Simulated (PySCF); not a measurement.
First-order multiplets

Geometry (Å), atoms numbered from 1 in this order:
```xyz
7

O     0.602   -1.142   -1.345
C     0.685   -0.251   -0.557
C    -0.473    0.148    0.367
F    -0.043    0.152    1.629
F    -1.499   -0.672    0.261
F    -0.867    1.385    0.059
H     1.597    0.379   -0.414
```

PySCF 2.14.0 with density-fitted response routines calculation with couplings computed with B3LYP/pcJ-1, σ from GIAO-CAM-B3LYP/pcSseg-2 and structure optimised with PBE0-D3(BJ)/def2-SVP; no solvent, no relativistic terms, rapidly exchanging positions averaged, one computed conformer.

Scale: $^{1}$H (σref 31.34) and $^{13}$C (σref 182.55) against TMS; $^{19}$F (σref 186.01) vs CFCl3 (reference shieldings calculated alike).

Spectrometer: 600 MHz for $^{1}$H. First-order analysis; couplings under 1 Hz (under 4 Hz in carbon signals) are ignored, and nearly equal couplings are merged; the smaller ones broaden or split the lines further.

(1) What pattern does H7 show ($^{1}$H)?

(2) What pattern does C3 show in the proton-coupled $^{13}$C spectrum?

(3) What pattern does F4/F5/F6 show ($^{19}$F)?

(4) What pattern does C2 show in the proton-coupled $^{13}$C spectrum?

Results:

(1) A quartet at δ 9.40: 4.0 Hz to F4/F5/F6 (3 × $^{19}$F, 3 bonds away). Lines in Hz from the centre (relative intensity): +6.0 (1), +2.0 (3), -2.0 (3), -6.0 (1). The outer lines are 12.0 Hz apart, the sum of the couplings kept, or 0.020 ppm at this field.

(2) A quartet of doublets at δ 125.1: 355.7 Hz to F4/F5/F6 (3 × $^{19}$F, 1 bond away), 36.4 Hz to H7 (1 × $^{1}$H, 2 bonds away). Lines in Hz from the centre (relative intensity): +551.8 (1), +515.4 (1), +196.1 (3), +159.7 (3), -159.7 (3), -196.1 (3), -515.4 (1), -551.8 (1). The outer lines are 1103.5 Hz apart, the sum of the couplings kept, or 7.314 ppm at this field.

(3) A doublet at δ -86.2: 4.0 Hz to H7 (1 × $^{1}$H, 3 bonds away). Lines in Hz from the centre (relative intensity): +2.0 (1), -2.0 (1). The outer lines are 4.0 Hz apart, the sum of the couplings kept, or 0.007 ppm at this field.

(4) A doublet of quartets at δ 195.2: 196.9 Hz to H7 (1 × $^{1}$H, 1 bond away), 47.0 Hz to F4/F5/F6 (3 × $^{19}$F, 2 bonds away). Lines in Hz from the centre (relative intensity): +168.9 (1), +122.0 (3), +75.0 (3), +27.9 (1), -27.9 (1), -75.0 (3), -122.0 (3), -168.9 (1). The outer lines are 337.9 Hz apart, the sum of the couplings kept, or 2.240 ppm at this field.
